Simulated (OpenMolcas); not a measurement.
**AlH3 (SMILES [H][Al]([H])[H]): the energy, rung by rung**

AlH3: 4 atoms, total charge 0, spin state singlet. As SMILES, `[H][Al]([H])[H]`. The shape comes from GFN2-xTB, which is rough for such elements, and wasn't checked as a minimum.

```jsonl
{"atom": "Al", "x (Å)": "0.0000", "y (Å)": "0.0000", "z (Å)": "0.0000"}
{"atom": "H", "x (Å)": "1.5527", "y (Å)": "-0.0305", "z (Å)": "0.0146"}
{"atom": "H", "x (Å)": "-0.7498", "y (Å)": "1.3598", "z (Å)": "-0.0191"}
{"atom": "H", "x (Å)": "-0.8028", "y (Å)": "-1.3293", "z (Å)": "0.0045"}
```

Quantity: the energy change with the Al1–H4 bond stretched from 1.553 to 1.941 Å, in eV. The values are calculated.

```csv
level,kind,program,value (eV),less FCI/3-21G,CPU time (all runs)
HF/3-21G (restricted),Hartree–Fock,OpenMolcas,0.53,+0.15,2.7 s
SVWN5/3-21G (restricted),LDA,OpenMolcas,0.40,+0.02,4.7 s
PBE/3-21G (restricted),GGA,OpenMolcas,0.40,+0.02,5.7 s
r2SCAN/3-21G (restricted),meta-GGA,OpenMolcas,0.45,+0.07,6.5 s
PBE0/3-21G (restricted),global hybrid,OpenMolcas,0.45,+0.07,5.4 s
MP2/3-21G (restricted),perturbation theory,OpenMolcas,0.46,+0.08,2.9 s
CCSD(T)/3-21G (restricted),coupled cluster or CI,OpenMolcas,0.38,0.00,3.8 s
CISD/3-21G (restricted),coupled cluster or CI,OpenMolcas,0.40,+0.02,3 s
FCI/3-21G,exact in the basis,OpenMolcas,0.38,0.00,6.4 s
```

FCI/3-21G is exact within its basis and frozen core, so for wave-function methods in that basis the difference is their error; functionals converge differently with the basis, so for them it is only a difference. The first shape isn't each level's own minimum. The values span 0.38 to 0.53 eV. All rows use very small basis sets, so even the best lies far from the true value. Times are those of the runs behind each value, whatever else they computed, on shared processors of several kinds: orders of magnitude only.
